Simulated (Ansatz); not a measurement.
## Ansatz (development build ahead of 0.2.0) run

```yaml
crystal:
  periodic: [false, false, false]
  atoms:
    - { symbol: "N", position_ang: [0.0, 0.0, 0.0] }
    - { symbol: H, position_ang: [0.0, 0.0, 2.08] }
basis:
  gaussian: { orbitals: "6-31G" }
magnetization:
  spin_polarized: true
hamiltonian:
  xc: pbe0
scf:
  omitted_lower_state_checks: [stability, starts, atomic_configurations, cluster_reference, orbital_swaps, given_window_search, neighbouring_geometries, increment]
output:
  forces: true
```

The input is written out in the form of the current development build from the run's settings.

The run gave:

| Quantity | Value |
| --- | --- |
| Converged | yes |
| Total energy | -54.90620 hartree |
| Spin squared of the determinant | 0.000 |

Forces (eV/Å):
```tsv
atom	Fx	Fy	Fz
N1	0.000	0.000	3.366
H2	0.000	0.000	-3.366
```

This is not the lowest solution: another run reaches a determinant 2.31 eV lower. Caution: charge can spread falsely over distant fragments; another spin multiplicity may lie lower.
